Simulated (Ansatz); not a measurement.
# AlP (singlet): the correlation ladder, cc-pVDZ

How much of the correlation energy of AlP (singlet) does each wave-function method recover here?

The runs use Ansatz 0.2.0, Gaussian basis; cc-pVDZ, core rule «outside noble gas», up to 10 orbitals frozen.

Plan: UHF; CCSD(T) on RHF; CCSD(T) on UHF; BCCD(T) on RHF; CISD; CCSDT(Q) on RHF; CCSDT(Q) on UHF; CISDTQ; CCSDTQ on RHF; CCSDTQ on UHF; CASSCF and MRCISD+Q, 8 electrons in 8 orbitals; CASSCF and NEVPT2, 8 electrons in 8 orbitals; Full CI.

6 further runs of the same task are left out: 2 for a known fault of the program, 4 set aside as unsound or not needed.

## (1) The system

The geometry is a PBE0/def2-TZVP stationary point (not a proven minimum).

2 atoms, charge 0, spin multiplicity 1.

Atoms are counted from 1 here; the program's logs count them from 0.

Bond lengths: Al1–P2 2.073 Å.

## (2) UHF

in.yaml reads:

```yaml
crystal:
  periodic: [false, false, false]
  atoms:
    - {symbol: Al, position_ang: [0.000000, 0.000000, 0.000000]}
    - {symbol: P, position_ang: [0.000000, 0.000000, 2.072600]}
basis:
  gaussian: {orbitals: cc-pVDZ}
magnetization: {spin_polarized: true, initial_magnetization: 0}
hamiltonian: {xc: hf}
output: {orbitals: {seedname: orbitals}}
```

Launch:

```bash
ansatz run in.yaml --threads 1 --pin off --events-out ev --progress --plain --max-ram 4096MiB --backend cpu
```

After this run come: CCSD(T) on RHF; CCSD(T) on UHF; BCCD(T) on RHF; CISD; CCSDT(Q) on RHF; CCSDT(Q) on UHF; CISDTQ; CCSDTQ on RHF; CCSDTQ on UHF; CASSCF and MRCISD+Q, 8 electrons in 8 orbitals; CASSCF and NEVPT2, 8 electrons in 8 orbitals; Full CI.

Q: Predict the results of all the runs planned. Wanted: FCI below the RHF energy; RMP2 from FCI; RCCSD from FCI; RCCSD(T) from FCI; RCCSDT(Q) from FCI; NEVPT2 valence from FCI; MRCISD+Q valence from FCI; T1 diagnostic; effectively unpaired electrons.

The runs gave:

```
                         quantity                                 value
         FCI below the RHF energy                            -5.7863 eV
                    RMP2 from FCI                         +100.7 kJ/mol
                   RCCSD from FCI                          +46.3 kJ/mol
                RCCSD(T) from FCI                           +7.6 kJ/mol
               RCCSDT(Q) from FCI                           -1.0 kJ/mol
          NEVPT2 valence from FCI                          +67.2 kJ/mol
        MRCISD+Q valence from FCI                           +0.9 kJ/mol
levels within 1 kcal/mol (43 meV)  RCCSDT(Q), RCCSDTQ, MRCISD+Q valence
                    T1 diagnostic                                 0.048
   effectively unpaired electrons                                  0.48
```

In words: RCCSD(T) lands +7.6 kJ/mol from the yardstick (1.4 % of the correlation energy). RCCSDT(Q) falls below full CI, which methods that aren't variational can do. The occupations show some static correlation. Of the multireference levels listed MRCISD+Q valence comes nearest in total energy (+0.9 kJ/mol), which doesn't show that its space is the better one. Coupled cluster took another determinant than the lowest Hartree-Fock one. These misses are within one basis, not against nature.
